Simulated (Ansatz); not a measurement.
Barrier height from H + N2 to the transition structure HN2, without zero-point energy, on the benchmark's geometries as Psi4's copy of the set gives them.
Transition structure (charge 0, multiplicity 2):
```json
[
 {"atom": "N", "x (Å)": "0.0000", "y (Å)": "0.0000", "z (Å)": "0.0000"},
 {"atom": "N", "x (Å)": "1.1228", "y (Å)": "0.0000", "z (Å)": "0.0000"},
 {"atom": "H", "x (Å)": "1.7843", "y (Å)": "1.2684", "z (Å)": "0.0000"}
]
```

Open shells are unrestricted; no spin–orbit coupling.

Correlated levels freeze the cores.

Programs: Ansatz (a quantum-chemistry and plane-wave program). Values without a source in brackets are computed.

### Question
One of these levels gives 15.28 kcal/mol for the barrier height. Which one is it?
(A) CAM-B3LYP/def2-TZVPPD
(B) wB97X-V/def2-TZVPPD
(C) CCSD/aug-cc-pVDZ
(D) MP2/cc-pVDZ

### Answer
C, CCSD/aug-cc-pVDZ. The others give 9.00 (CAM-B3LYP/def2-TZVPPD), 12.73 (wB97X-V/def2-TZVPPD), 28.85 (MP2/cc-pVDZ)
